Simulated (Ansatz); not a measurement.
A nudged elastic band was laid between two geometries of C$_{2}$H$_{6}$N$_{2}$O (11 atoms, charge 0, multiplicity 1).

All numbers below come from Ansatz 0.2.0, RHF/6-31G*.

| Quantity | Value |
| --- | --- |
| movable images | 7 |
| climbing image | yes |
| spring | 5.0 eV/Å² |
| optimiser | quadratic models (default) |
| start path | through a guess of the saddle point |
| force threshold | 0.03 eV/Å |
| iteration limit | 60 |
| end points | relaxed |

Initial state:

```xyz
11
Properties=species:S:1:pos:R:3
C -1.193 0.566 0.912
N -0.409 -0.522 0.375
C 0.587 -0.285 -0.514
N 0.760 0.830 -1.071
O 1.307 -1.408 -0.698
H -2.017 0.148 1.476
H -0.612 1.217 1.559
H -1.587 1.159 0.101
H -0.283 -1.329 0.942
H 1.506 0.821 -1.741
H 2.005 -1.254 -1.320
```

Final state:

```xyz
11
Properties=species:S:1:pos:R:3
C -1.179 0.481 0.832
N -0.282 -0.528 0.298
C 0.718 -0.120 -0.556
N 0.851 1.059 -0.950
O 1.529 -1.127 -0.940
H -1.931 -0.015 1.432
H -0.663 1.220 1.436
H -1.663 0.993 0.015
H 0.036 -1.184 0.980
H 1.576 1.121 -1.640
H 1.072 -1.957 -0.887
```

Task: Which bonds break or form, and what moves?

Result: No bond is made or broken. The dihedral N4–C3–O5–H11 goes from 1 to -154°.

Task: Give the energies along the band, and the barrier.

Result: It converged. The highest image is number 3 of 0 to 8, 0.193 eV above the first end and 0.123 eV above the last; the last end lies 0.070 eV above the first. The profile has 2 maxima (images 3, 6) with wells between them (image 5): this band takes more than one step, which may be the mechanism or a detour left from its start path. A vibrational analysis at the climbing image gives one clearly imaginary mode, 388i cm⁻¹: a first-order saddle point.

```tsv
image	path coordinate (Å)	energy (eV)	dihedral N4–C3–O5–H11 (°)
0	0.00	0.000	1
1	0.54	0.009	3
2	1.07	0.087	39
3	1.61	0.193	87
4	2.04	0.126	124
5	2.47	0.081	161
6	2.91	0.154	179
7	3.34	0.124	-169
8	3.78	0.070	-154
```

Task: What is the geometry of the highest image?

Result: 
```xyz
11
Properties=species:S:1:pos:R:3
C -1.143 0.551 0.933
N -0.238 -0.473 0.458
C 0.606 -0.207 -0.577
N 0.806 0.943 -1.030
O 1.195 -1.345 -1.052
H -1.685 0.162 1.785
H -0.578 1.417 1.244
H -1.850 0.865 0.170
H -0.566 -1.412 0.481
H 1.485 0.920 -1.766
H 2.032 -1.479 -0.626
```

The run took 6.2 min on 1 thread of Arm Neoverse V1, on a shared host, peak memory 0.16 GiB.
